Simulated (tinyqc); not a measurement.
UHF in the sto-3g basis, for OH-, spin multiplicity 1, step by step. The basis has no diffuse functions, so it cannot describe the extra electron: this is an exercise in the method, not the real anion. This run ends on a higher stationary point, not on the lowest solution. One step of it, computed by the program tinyqc.

Task: Iteration 1: building the Fock matrix. J_ij = sum D_kl (ij|kl) with D = D(alpha) + D(beta), K_ij = sum D_kl (ik|jl) for each spin; F = H + J - K(s); E = tr D H + tr D J / 2 - 0.5 sum_s tr D(s) K(s) + E_nn.

D(alpha) at the start, lower triangle:
```
            1O 1s      1O 2s     1O 2px     1O 2py     1O 2pz     2H 1s
1O 1s    1.059535
1O 2s   -0.251716   1.064315
1O 2px   0.003076  -0.022127   0.848811
1O 2py  -0.000169   0.001217   0.008318   0.999542
1O 2pz  -0.001080   0.005706  -0.019770   0.001088   1.006434
2H 1s    0.008401  -0.038514   0.360707  -0.019844  -0.048599  0.156219
```

D(beta) at the start, lower triangle:
```
            1O 1s      1O 2s     1O 2px     1O 2py     1O 2pz     2H 1s
1O 1s    1.059535
1O 2s   -0.251716   1.064315
1O 2px  -0.003076   0.022127   0.848811
1O 2py   0.000169  -0.001217   0.008318   0.999542
1O 2pz  -0.001080   0.005706   0.019770  -0.001088   1.006434
2H 1s    0.008401  -0.038514  -0.360707   0.019844  -0.048599  0.156219
```

core Hamiltonian H = T + V (hartree), lower triangle:
```
             1O 1s      1O 2s     1O 2px     1O 2py     1O 2pz      2H 1s
1O 1s   -31.888308
1O 2s    -7.415723  -8.516843
1O 2px    0.000000   0.000000  -6.717729
1O 2py    0.000000   0.000000   0.000000  -6.717729
1O 2pz   -0.003787  -0.047802   0.000000   0.000000  -6.735867
2H 1s    -0.182617  -0.532063   0.000000   0.000000  -0.475243  -2.649876
```

Two-electron integrals (ij|kl) in chemists' order, unique and non-zero (hartree):
```
(11|11) 4.785065   (21|11) 0.741380   (21|21) 0.136873   (22|11) 1.118947
(22|21) 0.256633   (22|22) 0.817206   (31|31) 0.024477   (32|31) 0.037809
(32|32) 0.180518   (33|11) 1.115814   (33|21) 0.256684   (33|22) 0.817023
(33|33) 0.880159   (41|41) 0.024477   (42|41) 0.037809   (42|42) 0.180518
(43|43) 0.047444   (44|11) 1.115814   (44|21) 0.256684   (44|22) 0.817023
(44|33) 0.785270   (44|44) 0.880159   (51|51) 0.024477   (52|51) 0.037809
(52|52) 0.180518   (53|53) 0.047444   (54|54) 0.047444   (55|11) 1.115814
(55|21) 0.256684   (55|22) 0.817023   (55|33) 0.785270   (55|44) 0.785270
(55|55) 0.880159   (61|11) 0.018280   (61|21) 0.003350   (61|22) 0.006256
(61|33) 0.006247   (61|44) 0.006247   (61|51) 0.000152   (61|52) 0.000287
(61|55) 0.006275   (61|61) 0.000083   (62|11) 0.059172   (62|21) 0.013807
(62|22) 0.050798   (62|33) 0.049945   (62|44) 0.049945   (62|51) 0.001029
(62|52) 0.008878   (62|55) 0.052451   (62|61) 0.000345   (62|62) 0.004555
(63|31) 0.001247   (63|32) 0.007964   (63|53) 0.001768   (63|63) 0.000574
(64|41) 0.001247   (64|42) 0.007964   (64|54) 0.001768   (64|64) 0.000574
(65|11) 0.052120   (65|21) 0.012291   (65|22) 0.048231   (65|33) 0.046406
(65|44) 0.046406   (65|51) 0.001919   (65|52) 0.014806   (65|55) 0.051826
(65|61) 0.000316   (65|62) 0.005228   (65|65) 0.006475   (66|11) 0.272903
(66|21) 0.064592   (66|22) 0.272468   (66|33) 0.266734   (66|44) 0.266734
(66|51) 0.003762   (66|52) 0.046996   (66|55) 0.283880   (66|61) 0.001608
(66|62) 0.035187   (66|65) 0.046938   (66|66) 0.774606
```

nuclear repulsion = 2.18442605 hartree

Give: Coulomb J; exchange K(alpha); exchange K(beta); F(alpha); F(beta); total energy of this density.

Result:

Coulomb J (hartree), lower triangle:
```
         1O 1s  1O 2s  1O 2px  1O 2py  1O 2pz  2H 1s
1O 1s   18.213
1O 2s    3.461  8.585
1O 2px   0.000  0.000   8.557
1O 2py   0.000  0.000   0.002   8.585
1O 2pz   0.001  0.014   0.000   0.000   8.590
2H 1s    0.085  0.519   0.000   0.000   0.490  2.879
```

exchange K(alpha) (hartree), lower triangle:
```
        1O 1s  1O 2s  1O 2px  1O 2py  1O 2pz  2H 1s
1O 1s   4.912
1O 2s   0.850  1.397
1O 2px  0.000  0.000   1.041
1O 2py  0.000  0.000   0.007   1.166
1O 2pz  0.000  0.001   0.001   0.000   1.167
2H 1s   0.022  0.075   0.094  -0.005   0.056  0.126
```

exchange K(beta) (hartree), lower triangle:
```
        1O 1s  1O 2s  1O 2px  1O 2py  1O 2pz  2H 1s
1O 1s   4.912
1O 2s   0.850  1.397
1O 2px  0.000  0.000   1.041
1O 2py  0.000  0.000   0.007   1.166
1O 2pz  0.000  0.001  -0.001   0.000   1.167
2H 1s   0.022  0.075  -0.094   0.005   0.056  0.126
```

F(alpha) (hartree), lower triangle:
```
          1O 1s   1O 2s  1O 2px  1O 2py  1O 2pz  2H 1s
1O 1s   -18.588
1O 2s    -4.805  -1.329
1O 2px    0.000   0.000   0.798
1O 2py    0.000   0.000  -0.005   0.701
1O 2pz   -0.002  -0.034  -0.001   0.000   0.687
2H 1s    -0.120  -0.088  -0.094   0.005  -0.042  0.103
```

F(beta) (hartree), lower triangle:
```
          1O 1s   1O 2s  1O 2px  1O 2py  1O 2pz  2H 1s
1O 1s   -18.588
1O 2s    -4.805  -1.329
1O 2px    0.000   0.000   0.798
1O 2py    0.000   0.000  -0.005   0.701
1O 2pz   -0.002  -0.034   0.001   0.000   0.687
2H 1s    -0.120  -0.088   0.094  -0.005  -0.042  0.103
```

total energy of this density = -73.12294 hartree
